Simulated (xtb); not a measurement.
nitrogen trifluoride (F₃N), SMILES FN(F)F. All values are semi-empirical tight-binding results from xtb (GFN2-xTB unless named), good for trends rather than for accurate numbers. The structure is a stationary point at GFN2-xTB.

Optimised geometry:

```xyz
4

F      1.0652     0.6150    -0.1189
N      0.0000     0.0000     0.4587
F     -1.0652     0.6150    -0.1189
F      0.0000    -1.2300    -0.1189
```

Computed properties:
| Property | Value |
|---|---|
| point group as xtb finds it | C3v |
| orbital gap | 8.98 eV |
| dipole moment | 0.78 D |
| zero-point energy | 5.8 kcal/mol |
| G − E(el) at 298.15 K (modified RRHO) | -10.0 kcal/mol |
| static polarisability (D4 model) | 17.3 bohr³ |
| solvation energy, GFN2-xTB/ALPB(water) | 0.5 kcal/mol |
| solvation energy, GFN2-xTB/ALPB(dmso) | -0.2 kcal/mol |

Computed IR lines (harmonic; lines under 4 % of the strongest left out, lines within 3 cm⁻¹ merged):
ν (cm⁻¹): 578 (w), 811 (vs), 984 (w) (against the strongest line: vs over 80 %, s over 45 %, m over 15 %, w over 4 %, vw less)

Problem. Give the atomic charges and the Wiberg bond orders between heavy atoms. (The exact figures need the calculation; the answer reports its results.)

Solution. charges (e) F1 -0.12, N2 0.36, F3 -0.12, F4 -0.12. Bond orders F1–N2 0.98, N2–F3 0.98, N2–F4 0.98.
